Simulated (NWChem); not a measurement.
System: ethylene (C2H4); SMILES C=C

Input file for NWChem:

```
start job
memory heap 200 mb stack 900 mb global 1100 mb
geometry units angstroms noautoz
  C      0.000000     0.665229     0.000000
  C      0.000000    -0.665229     0.000000
  H      0.931002     1.240614     0.000000
  H     -0.931002     1.240614     0.000000
  H     -0.931002    -1.240614     0.000000
  H      0.931002    -1.240614     0.000000
end
basis spherical
  * library 3-21g
end
dft
  xc b3lyp
  iterations 150
  mulliken
end
task dft energy
```

Coordinates come from a PBE0/def2-SVP optimisation. B3LYP is NWChem's, with the RPA form of VWN correlation.

**Question.** Predict the main results of this run. (B3LYP/3-21G.) Quantities: basis functions; energy (Ha); highest occupied level (eV); orbital gap (eV).

**Answer.** 
- number of basis functions = 26
- energy (Ha) = -78.16
- highest occupied level (eV) = -7.36
- orbital gap (eV) = 7.96
